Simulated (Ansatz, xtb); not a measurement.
How methods differ on SiH2Cl (chlorosilyl radical)

SiH2Cl has 4 atoms, charge 0, and is taken as a doublet. As SMILES, `[SiH2]Cl`. Geometry: relaxed at GFN2-xTB.

Quantity: the vertical energy of the quartet above the doublet, in eV. The values are calculated.

```
           level                    kind  program  value (eV)  less FCI/STO-3G  CPU time (all runs)
        GFN2-xTB          semi-empirical      xtb        6.83            -3.31            under 2 s
        GFN0-xTB          semi-empirical      xtb        6.05            -4.09            under 2 s
   USVWN5/STO-3G                     LDA   Ansatz        9.52            -0.62                1.9 s
    UBLYP/STO-3G                     GGA   Ansatz        9.51            -0.63                3.4 s
    UPBE0/STO-3G           global hybrid   Ansatz        9.78            -0.36                3.8 s
U-wB97M-V/STO-3G  range-separated hybrid   Ansatz       10.12            -0.02                 35 s
  UB2PLYP/STO-3G           double hybrid   Ansatz       10.04            -0.10                4.4 s
     UMP2/STO-3G     perturbation theory   Ansatz       10.19            +0.05               0.56 s
 UBCCD(T)/STO-3G   coupled cluster or CI   Ansatz       10.15            +0.01               0.95 s
      FCI/STO-3G      exact in the basis   Ansatz       10.14             0.00               0.94 s
```

FCI/STO-3G is exact within its basis and frozen core, so for wave-function methods in that basis the difference is their error; functionals converge differently with the basis, so for them it is only a difference. The values span 6.05 to 10.19 eV. The xTB rows lack spin polarisation, so open shells miss the exchange term that lowers them. All rows use very small basis sets, so even the best lies far from the true value. Times are those of the runs behind each value, whatever else they computed, on shared processors of several kinds: orders of magnitude only.
